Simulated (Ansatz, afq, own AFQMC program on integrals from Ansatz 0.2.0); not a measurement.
PtH₂O, singlet in def2-SVP, levels against CCSDT(Q)

```xyz
4

Pt    0.0048    0.0000    0.1741
O    -0.1104    0.0000   -1.8575
H     0.4099   -0.7773   -2.1046
H     0.4099    0.7773   -2.1046
```

Connectivity, by distances: Pt–OH2.

Basis def2-SVP with its core potentials. Noble-gas cores (and the filled d shells of Ga–Kr and In–Xe) are frozen. Ansatz 0.2.0 and our own AFQMC program on the same integrals; the CISD trial comes from CCSD amplitudes, and released means the phaseless constraint is let go. Error bars are statistical, one sigma. No spin–orbit coupling. The metal's outer-core s and p shells are frozen, which shifts wave-function levels against functionals.

Determinant: RHF, the one that the program's search chose, which needn't be the lowest solution. The geometry is a point of a scan.

No full CI on the walks' own integrals is used here; CCSDT(Q) serves as the reference and is uncertain by about the last step of the cluster series.

Cautions: no spin-orbit coupling; outer-core shells of the metal frozen; higher spins were not checked; restricted determinant unstable towards unrestricted (UHF 265 meV lower, ⟨S²⟩ 0.67).

The T1 diagnostic is 0.0209, the weight of the determinant in the CISD state is 0.851 and the size of the correlated space is 18 electrons in 51 orbitals.

Reference: CCSDT(Q), correlation energy -12.763 eV. The released energy is read at 1.80 1/Eh, later times being too noisy (meV from the phaseless value at times in 1/Eh: -1 ± 8 at 0.24, -14 ± 9 at 0.60, -29 ± 6 at 1.20, -14 ± 10 at 1.80, 11 ± 21 at 2.60).

```tsv
level	E − E(reference) (kcal/mol)	share of correlation (%)
HF	294.32	0.00
MP2	5.86	98.01
CCSD	8.50	97.11
CCSD(T)	0.96	99.67
CCSDT	0.52	99.82
ph-AFQMC/HF	-3.43 ± 0.88	101.17
ph-AFQMC/CISD	-0.09 ± 0.15	100.03
released AFQMC	-0.42 ± 0.22	100.14
```

A walk keeps the symmetry of its determinant, which the program's search chose and which needn't be the lowest solution, so a lower state of the same spin and another symmetry isn't excluded. Released energies are given only where the last usable release times agree within the noise; a slower fall can still hide under it.
